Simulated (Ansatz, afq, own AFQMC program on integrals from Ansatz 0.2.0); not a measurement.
**NH₃O (singlet): AFQMC on the coupled-cluster ladder at distance N1–O2 = 1.138 Å, cc-pVDZ**

How near does AFQMC come to the top of the ladder for NH₃O (singlet)?

The runs use Ansatz 0.2.0, Gaussian basis, and an in-house AFQMC program (afq) on its integrals; all values are calculated; cc-pVDZ, frozen cores.

Plan: PBE (unrestricted); r2SCAN (unrestricted); PBE0 (unrestricted); B3LYP (unrestricted); wB97M-V (unrestricted); B2PLYP (unrestricted); CCSD(T) on RHF; CCSDT(Q) on RHF; Phaseless AFQMC, CISD trial on RHF; UHF.

## Step 1: The system

The geometry derives from a PBE0/def2-TZVP stationary point (not a proven minimum). One bond is set to the value named and the two fragments are kept rigid.

5 atoms, charge 0, spin multiplicity 1.

Atoms are counted from 1 here; the program's logs count them from 0.

Bond lengths: N1–O2 1.138 Å, N1–H3 1.016 Å, N1–H4 1.016 Å, O2–H5 0.960 Å. Angles: O2–N1–H3 104.5°, O2–N1–H4 104.5°, H3–N1–H4 106.0°, N1–O2–H5 102.8°.

## Step 2: PBE (unrestricted)

Contents of in.yaml:

```yaml
crystal:
  periodic: [false, false, false]
  atoms:
    - {symbol: N, position_ang: [-0.123875, -0.000001, 0.563479]}
    - {symbol: O, position_ang: [0.110141, 0.000000, -0.550200]}
    - {symbol: H, position_ang: [0.367851, -0.811409, 0.927153]}
    - {symbol: H, position_ang: [0.367844, 0.811412, 0.927153]}
    - {symbol: H, position_ang: [-0.762588, -0.000003, -0.951099]}
basis:
  gaussian: {orbitals: cc-pVDZ}
magnetization: {spin_polarized: true, initial_magnetization: 0}
hamiltonian: {xc: {name: PBE}}
output: {orbitals: {seedname: orbitals}}
```

Started as:

```sh
> ansatz run in.yaml --threads 1 --pin off --events-out ev --progress --plain --max-ram 1382MiB
```

Standard output:

```text
Functional definition: PBE
  name "PBE"
  cite "Perdew, Burke & Ernzerhof, Phys. Rev. Lett. 77, 3865 (1996) doi:10.1103/PhysRevLett.77.3865"
  parent pbe
  parameter kappa = 0.804
  parameter beta = 0.06672455060314922
  exchange = pbe_x(kappa = kappa, mu = beta*pi^2/3)
  correlation = pbe_c(beta = beta)
507 factors; their error is unknown
mean field evaluation 1: about -3571.5298 eV, gradient 3.9e1 eV
mean field evaluation 2: about -3561.7857 eV, gradient 6.3e1 eV
mean field evaluation 4: about -3577.4766 eV, gradient 1.9e0 eV
mean field evaluation 8: about -3577.4656 eV, gradient 1.5e-2 eV
mean field -3577.46562603 eV, -131.4694368632 hartree, gradient 5.8e-5 eV, S^2 0.000000; 0 other end points of the search recorded, 0 dependent functions left out
reference -3577.46564765 eV, -131.4694376577 hartree; 9, 9 occupied and 34, 34 virtual orbitals, 507 factors
Total energy: -3577.46564765 eV, -131.4694376577 hartree
```

Wall time 0.66 s (1 thread of Arm Neoverse V2, shared host).

From the report: ⟨S²⟩ of the determinant 0.000 (pure singlet: 0.00).

## Step 3: r2SCAN (unrestricted)

Edit in.yaml of step 2 so:

```diff
@@ -11,3 +11,2 @@
 magnetization: {spin_polarized: true, initial_magnetization: 0}
-hamiltonian: {xc: {name: PBE}}
-output: {orbitals: {seedname: orbitals}}
+hamiltonian: {xc: {name: r2SCAN}}
```

The command is unchanged.

Standard output:

```text
Functional definition: r2SCAN
  name "r2SCAN"
  cite "Furness, Kaplan, Ning, Perdew & Sun, J. Phys. Chem. Lett. 11, 8208 (2020) doi:10.1021/acs.jpclett.0c02405"
  cite "Furness, Kaplan, Ning, Perdew & Sun, J. Phys. Chem. Lett. 11, 9248 (2020) doi:10.1021/acs.jpclett.0c03077"
  parent r2scan
  parameter k0 = 0.174
  parameter k1 = 0.065
  parameter a1 = 4.9479
  exchange = r2scan_x(k0 = k0, k1 = k1, a1 = a1)
  correlation = r2scan_c
507 factors; their error is unknown
mean field evaluation 1: about -3574.7304 eV, gradient 3.6e1 eV
mean field evaluation 2: about -3570.0265 eV, gradient 5.0e1 eV
mean field evaluation 4: about -3579.6342 eV, gradient 1.1e0 eV
mean field evaluation 8: about -3579.6187 eV, gradient 1.4e-2 eV
mean field -3579.61875053 eV, -131.5485627294 hartree, gradient 4.3e-5 eV, S^2 0.000000; 0 other end points of the search recorded, 0 dependent functions left out
reference -3579.61875768 eV, -131.5485629918 hartree; 9, 9 occupied and 34, 34 virtual orbitals, 507 factors
Total energy: -3579.61875768 eV, -131.5485629918 hartree
```

It took 1.4 s on 1 thread of Arm Neoverse V2, shared host.

From the report: ⟨S²⟩ of the determinant 0.000 (pure singlet: 0.00).

## Step 4: PBE0 (unrestricted)

Edit in.yaml of step 3 so:

```diff
@@ -11,2 +11,3 @@
 magnetization: {spin_polarized: true, initial_magnetization: 0}
-hamiltonian: {xc: {name: r2SCAN}}
+hamiltonian: {xc: {name: PBE0}}
+output: {orbitals: {seedname: orbitals}}
```

The command is unchanged.

Standard output:

```text
Functional definition: PBE0
  name "PBE0"
  cite "Adamo & Barone, J. Chem. Phys. 110, 6158 (1999) doi:10.1063/1.478522"
  cite "Perdew, Burke & Ernzerhof, Phys. Rev. Lett. 77, 3865 (1996) doi:10.1103/PhysRevLett.77.3865"
  parent pbe
  parameter a = 0.25
  parameter kappa = 0.804
  parameter beta = 0.06672455060314922
  exchange = (1 - a)*pbe_x(kappa = kappa, mu = beta*pi^2/3) + a*exact_x
  correlation = pbe_c(beta = beta)
393 factors; integrals over basis functions are off by at most 1.3e-3 eV
mean field evaluation 1: about -3573.8006 eV, gradient 3.2e1 eV
mean field evaluation 2: about -3572.3023 eV, gradient 3.8e1 eV
mean field evaluation 4: about -3577.5630 eV, gradient 5.4e-1 eV
mean field evaluation 8: about -3577.7721 eV, gradient 4.5e-2 eV
mean field evaluation 16: about -3577.7721 eV, gradient 2.0e-5 eV
mean field -3577.77207491 eV, -131.4806986518 hartree, gradient 2.0e-5 eV, S^2 0.000000; 0 other end points of the search recorded, 0 dependent functions left out
reference -3577.77209140 eV, -131.4806992579 hartree; 9, 9 occupied and 34, 34 virtual orbitals, 393 factors
Total energy: -3577.77209140 eV, -131.4806992579 hartree
```

Wall time 0.81 s (1 thread of Arm Neoverse V2, shared host).

From the report: ⟨S²⟩ of the determinant 0.000 (pure singlet: 0.00).

## Step 5: B3LYP (unrestricted)

Edit in.yaml of step 4 so:

```diff
@@ -11,3 +11,2 @@
 magnetization: {spin_polarized: true, initial_magnetization: 0}
-hamiltonian: {xc: {name: PBE0}}
-output: {orbitals: {seedname: orbitals}}
+hamiltonian: {xc: {name: B3LYP}}
```

Same command.

Standard output (excerpt; [...] marks lines left out):

```text
Functional definition: B3LYP
  name "B3LYP"
  cite "Stephens, Devlin, Chabalowski & Frisch, J. Phys. Chem. 98, 11623 (1994) doi:10.1021/j100096a001"
  cite "Becke, Phys. Rev. A 38, 3098 (1988) doi:10.1103/PhysRevA.38.3098"
  cite "Lee, Yang & Parr, Phys. Rev. B 37, 785 (1988) doi:10.1103/PhysRevB.37.785"
  cite "Vosko, Wilk & Nusair, Can. J. Phys. 58, 1200 (1980) doi:10.1139/p80-159"
[...]
393 factors; integrals over basis functions are off by at most 1.3e-3 eV
[...]
mean field -3581.50026531 eV, -131.6177071219 hartree, gradient 7.8e-5 eV, S^2 0.000000; 0 other end points of the search recorded, 0 dependent functions left out
reference -3581.50041549 eV, -131.6177126411 hartree; 9, 9 occupied and 34, 34 virtual orbitals, 393 factors
Total energy: -3581.50041549 eV, -131.6177126411 hartree
```

It took 0.81 s on 1 thread of Arm Neoverse V2, shared host.

From the report: ⟨S²⟩ of the determinant 0.000 (pure singlet: 0.00).

## Step 6: wB97M-V (unrestricted)

Edit in.yaml of step 5 so:

```diff
@@ -11,2 +11,3 @@
 magnetization: {spin_polarized: true, initial_magnetization: 0}
-hamiltonian: {xc: {name: B3LYP}}
+hamiltonian: {xc: {name: wB97M-V}}
+output: {orbitals: {seedname: orbitals}}
```

Launched as before.

Standard output (excerpt; [...] marks lines left out):

```text
Functional definition: wB97M-V
  name "wB97M-V"
  cite "Mardirossian & Head-Gordon, J. Chem. Phys. 144, 214110 (2016) doi:10.1063/1.4952647"
  cite "Becke, J. Chem. Phys. 107, 8554 (1997) doi:10.1063/1.475007"
  cite "Vydrov & Van Voorhis, J. Chem. Phys. 133, 244103 (2010) doi:10.1063/1.3521275"
  # Of w^i u^j: cxij and so on, Table III.
[...]
  gx(w, u) = 1 - cx + cx01*u + cx10*w
  gss(w, u) = css00 + css04*u^4 + css10*w + css20*w^2 + css43*w^4*u^3
  gos(w, u) = cos00 + cos10*w + (cos20 + cos21*u)*w^2 + (cos60 + cos61*u)*w^6
[...]
      + integral(e_c_pw_mod_opposite_spin*gos(b97_w_opposite, b97_u_opposite)) + vv10(b, c)
393 factors; integrals over basis functions are off by at most 1.3e-3 eV
115 factors; integrals over basis functions are off by at most 2.8e-6 eV
[...]
mean field -3580.17070145 eV, -131.5688465515 hartree, gradient 6.8e-5 eV, S^2 0.000000; 0 other end points of the search recorded, 0 dependent functions left out
reference -3580.17072643 eV, -131.5688474696 hartree; 9, 9 occupied and 34, 34 virtual orbitals, 393 factors
Total energy: -3580.17072643 eV, -131.5688474696 hartree
```

It took 3.3 s on 1 thread of Arm Neoverse V2, shared host.

From the report: ⟨S²⟩ of the determinant 0.000 (pure singlet: 0.00).

## Step 7: B2PLYP (unrestricted)

Edit in.yaml of step 6 so:

```diff
@@ -11,3 +11,3 @@
 magnetization: {spin_polarized: true, initial_magnetization: 0}
-hamiltonian: {xc: {name: wB97M-V}}
-output: {orbitals: {seedname: orbitals}}
+hamiltonian: {xc: {name: B2PLYP}}
+correlation: {electrons: outside_noble_gas}
```

Same command.

Standard output (excerpt; [...] marks lines left out):

```text
Functional definition: B2PLYP
  name "B2PLYP"
  cite "Grimme, J. Chem. Phys. 124, 034108 (2006) doi:10.1063/1.2148954"
  cite "Becke, Phys. Rev. A 38, 3098 (1988) doi:10.1103/PhysRevA.38.3098"
  cite "Lee, Yang & Parr, Phys. Rev. B 37, 785 (1988) doi:10.1103/PhysRevB.37.785"
[...]
393 factors; integrals over basis functions are off by at most 1.3e-3 eV
[...]
mean field -3575.03267176 eV, -131.3800274430 hartree, gradient 5.2e-6 eV, S^2 0.000000; 0 other end points of the search recorded, 0 dependent functions left out
2 core orbitals not correlated: weight in the atoms' cores, before any rotation towards them, 1.000 or more for the frozen orbitals, at most 0.000 for the correlated occupied ones
reference -3575.03276806 eV, -131.3800309821 hartree; 7, 7 occupied and 34, 34 virtual orbitals, 393 factors
second order -11.48265727 eV of doubles, -0.00000000 eV of singles
Total energy: -3578.13308553 eV, -131.4939655474 hartree
```

It took 0.99 s on 1 thread of Arm Neoverse V2, shared host.

From the report: ⟨S²⟩ of the determinant 0.000 (pure singlet: 0.00).

## Step 8: CCSD(T) on RHF

Edit in.yaml of step 7 so:

```diff
@@ -10,4 +10,3 @@
   gaussian: {orbitals: cc-pVDZ}
-magnetization: {spin_polarized: true, initial_magnetization: 0}
-hamiltonian: {xc: {name: B2PLYP}}
-correlation: {electrons: outside_noble_gas}
+magnetization: {spin_polarized: false}
+correlation: {method: ccsd_t, electrons: outside_noble_gas, hamiltonian_folder: ham}
```

Launched as before.

Standard output (excerpt; [...] marks lines left out):

```text
Functional definition: HF
  name "HF"
  cite "Fock, Z. Phys. 61, 126 (1930) doi:10.1007/BF01340294"
  parent pbe
[...]
393 factors; integrals over basis functions are off by at most 1.3e-3 eV
[...]
mean field -3562.12415488 eV, -130.9056481975 hartree, gradient 2.1e-6 eV, S^2 0.000000; 0 other end points of the search recorded, 0 dependent functions left out
2 core orbitals not correlated: weight in the atoms' cores, before any rotation towards them, 1.000 or more for the frozen orbitals, at most 0.000 for the correlated occupied ones
reference -3562.12415488 eV, -130.9056481975 hartree; 7, 7 occupied and 34, 34 virtual orbitals, 393 factors
second order -9.65776116 eV of doubles, -0.00000000 eV of singles
cycle   1  -9.96364696 eV  change   -3.1e-1 eV  update   4.7e-2
[...]
cycle   9  -10.19259200 eV  change   -6.3e-8 eV  update   6.5e-6
perturbative correction -0.19149081 eV, -0.0070371576 hartree
Total energy: -3572.50823769 eV, -131.2872562022 hartree
```

Wall time 0.36 s (1 thread of Arm Neoverse V2, shared host).

From the report: correlation -10.3841 eV; T1 0.006; largest double amplitude 0.03.

This run also writes the integrals to the folder ham.

## Step 9: CCSDT(Q) on RHF

Edit in.yaml of step 8 so:

```diff
@@ -11,2 +11,2 @@
 magnetization: {spin_polarized: false}
-correlation: {method: ccsd_t, electrons: outside_noble_gas, hamiltonian_folder: ham}
+correlation: {method: ccsdt_q, electrons: outside_noble_gas}
```

Launched as before.

Standard output (excerpt; [...] marks lines left out):

```text
Functional definition: HF
  name "HF"
  cite "Fock, Z. Phys. 61, 126 (1930) doi:10.1007/BF01340294"
  parent pbe
[...]
804 factors; integrals over basis functions are off by at most 1.6e-7 eV
[...]
mean field -3562.12422467 eV, -130.9056507622 hartree, gradient 2.1e-6 eV, S^2 0.000000; 0 other end points of the search recorded, 0 dependent functions left out
2 core orbitals not correlated: weight in the atoms' cores, before any rotation towards them, 1.000 or more for the frozen orbitals, at most 0.000 for the correlated occupied ones
reference -3562.12422467 eV, -130.9056507622 hartree; 7, 7 occupied and 34, 34 virtual orbitals, 804 factors
second order -9.65779522 eV of doubles, -0.00000000 eV of singles
cycle   1  -9.96364115 eV  change   -3.1e-1 eV  update   5.6e-2
[...]
cycle  14  -10.39170783 eV  change   -5.9e-7 eV  update   1.8e-7
perturbative correction -0.01937779 eV, -0.0007121205 hartree
Total energy: -3572.53531029 eV, -131.2882511019 hartree
```

Wall time 9.5 s (1 thread of Arm Neoverse V2, shared host); peak memory 0.26 GiB.

From the report: correlation -10.4111 eV; T1 0.006; largest double amplitude 0.03.

## Step 10: Phaseless AFQMC, CISD trial on RHF

It reads the integrals that the CCSD(T) run on this determinant wrote.

Started as:

```sh
> afq ham --method phaseless --trial cisd --walkers 60 --populations 1 --least-time 40 --time-step 0.005 --steps-per-block 50 --equilibration-blocks 28 --max-blocks 300 --target-error 0.00045 --factor-cut 1e-05 --seed 9950 --release-times 0.24,0.51,0.99,1.62,2.4 --release-step 0.03 --release-every 4 --taylor-order 6
```

Standard output:

```text
orbitals 41  electrons 7 7  factors 331 of 393
reference energy -130.90564820 Eh
CCSD correlation -0.37457077 Eh in 9 cycles, weight of the determinant in the CISD state 0.9041
energy of the start -131.280219 Eh
 block  time / (1/Eh)  mean weight  energy / Eh
     1     0.250  0.9979  -131.274347
     2     0.500  1.0009  -131.281641
     3     0.750  1.0016  -131.279165
     4     1.000  1.0009  -131.287125
     5     1.250  1.0008  -131.287145
     6     1.500  1.0001  -131.289359
     7     1.750  1.0032  -131.307416
     8     2.000  0.9970  -131.296841
     9     2.250  1.0003  -131.293624
    10     2.500  1.0012  -131.278728
    17     4.250  1.0002  -131.284425
    25     6.250  1.0001  -131.290740
    33     8.250  0.9992  -131.287175
    41    10.250  0.9997  -131.289517
    49    12.250  1.0002  -131.293446
    57    14.250  1.0002  -131.292587
    65    16.250  1.0037  -131.287801
    73    18.250  0.9973  -131.282754
    81    20.250  0.9993  -131.285969
    89    22.250  1.0020  -131.286708
    97    24.250  1.0009  -131.287731
   105    26.250  0.9980  -131.283745
   113    28.250  0.9948  -131.289726
   121    30.250  0.9994  -131.290538
   129    32.250  0.9967  -131.279718
   137    34.250  1.0001  -131.290833
   145    36.250  0.9994  -131.288092
   153    38.250  0.9984  -131.293546
   161    40.250  0.9999  -131.285505
   169    42.250  1.0020  -131.287407
   177    44.250  1.0004  -131.290712
   185    46.250  1.0021  -131.287909
   193    48.250  0.9983  -131.286284
   201    50.250  0.9992  -131.296245
   209    52.250  1.0021  -131.284038
   217    54.250  1.0025  -131.284808
   225    56.250  0.9992  -131.283629
   233    58.250  1.0035  -131.293337
   241    60.250  1.0029  -131.295145
   249    62.250  0.9984  -131.286724
   257    64.250  0.9995  -131.288535
   265    66.250  1.0024  -131.286672
   273    68.250  0.9990  -131.288350
   281    70.250  1.0006  -131.286240
   289    72.250  0.9999  -131.287500
   297    74.250  1.0008  -131.290526
   305    76.250  1.0006  -131.284333
   313    78.250  0.9998  -131.284986
   321    80.250  0.9988  -131.290912
blocks merged  error / Eh  count
     1  0.000306  300
     2  0.000360  150
     4  0.000397  75
     8  0.000439  37
    16  0.000414  18
    32  0.000453  9
released: time / (1/Eh)  energy / Eh  error  mean overlap
  0.24  -131.288211  0.000518  0.9948
  0.51  -131.288564  0.000489  0.9948
  0.99  -131.288034  0.000482  0.9930
  1.62  -131.288505  0.000566  0.9889
  2.40  -131.287463  0.000864  0.9902
energy -131.288274 +/- 0.000439 Eh
```

It took 4.8 min on 1 thread of Arm Neoverse V2, shared host.

Energy -3572.5359 ± 0.0119 eV. Caveats: constraint bias not in the error.

## Step 11: UHF

Edit in.yaml of step 9 so:

```diff
@@ -10,3 +10,4 @@
   gaussian: {orbitals: cc-pVDZ}
-magnetization: {spin_polarized: false}
-correlation: {method: ccsdt_q, electrons: outside_noble_gas}
+magnetization: {spin_polarized: true, initial_magnetization: 0}
+hamiltonian: {xc: hf}
+output: {orbitals: {seedname: orbitals}}
```

Started as:

```sh
> ansatz run in.yaml --threads 1 --pin off --events-out ev --progress --plain --max-ram 1382MiB
```

Standard output:

```text
Functional definition: HF
  name "HF"
  cite "Fock, Z. Phys. 61, 126 (1930) doi:10.1007/BF01340294"
  parent pbe
  exchange = exact_x
  correlation = 0
393 factors; integrals over basis functions are off by at most 1.3e-3 eV
mean field evaluation 1: about -3560.6190 eV, gradient 1.8e1 eV
mean field evaluation 2: about -3560.7136 eV, gradient 1.8e1 eV
mean field evaluation 4: about -3562.1077 eV, gradient 1.7e0 eV
mean field evaluation 8: about -3562.1242 eV, gradient 9.6e-4 eV
mean field -3562.12415488 eV, -130.9056481975 hartree, gradient 2.3e-5 eV, S^2 0.000000; 0 other end points of the search recorded, 0 dependent functions left out
reference -3562.12415488 eV, -130.9056481975 hartree; 9, 9 occupied and 34, 34 virtual orbitals, 393 factors
Total energy: -3562.12415488 eV, -130.9056481975 hartree
```

Wall time 0.15 s (1 thread of Arm Neoverse V2, shared host).

From the report: ⟨S²⟩ of the determinant 0.000 (pure singlet: 0.00).

## Step 12: All levels side by side

On the RHF determinant, counted from CCSDT(Q) (a yardstick, not exact):

```
                                              level  energy (eV)  from CCSDT(Q) (kcal/mol)  statistical error (kcal/mol)     time
                                                 HF   -3562.1242                   +240.09                                       
                                                MP2   -3571.7819                    +17.37                                       
                                               CCSD   -3572.3167                     +5.04                                       
                                            CCSD(T)   -3572.5082                     +0.62                                       
                                           CCSDT(Q)   -3572.5353                      0.00                                       
Phaseless AFQMC, CISD trial, step 0.005, 60 walkers   -3572.5359                     -0.01                          0.28  4.8 min
```

The functionals' totals stand on their own zeros and serve differences with other points: PBE -3577.466 eV; r2SCAN -3579.619 eV; PBE0 -3577.772 eV; B3LYP -3581.500 eV; wB97M-V -3580.171 eV; B2PLYP -3578.133 eV.

## Step 13: Summary of results

| quantity | value |
| --- | --- |
| CCSD(T) on RHF from CCSDT(Q) | +0.62 kcal/mol |
| Phaseless AFQMC, CISD trial on RHF from CCSDT(Q) | -0.01 ± 0.28 kcal/mol |

In words: On RHF the phaseless walk with the CISD trial lies -0.01 kcal/mol from CCSDT(Q), within three error bars. Error bars are statistical and leave out the constraint, the time step and what remains of the start.
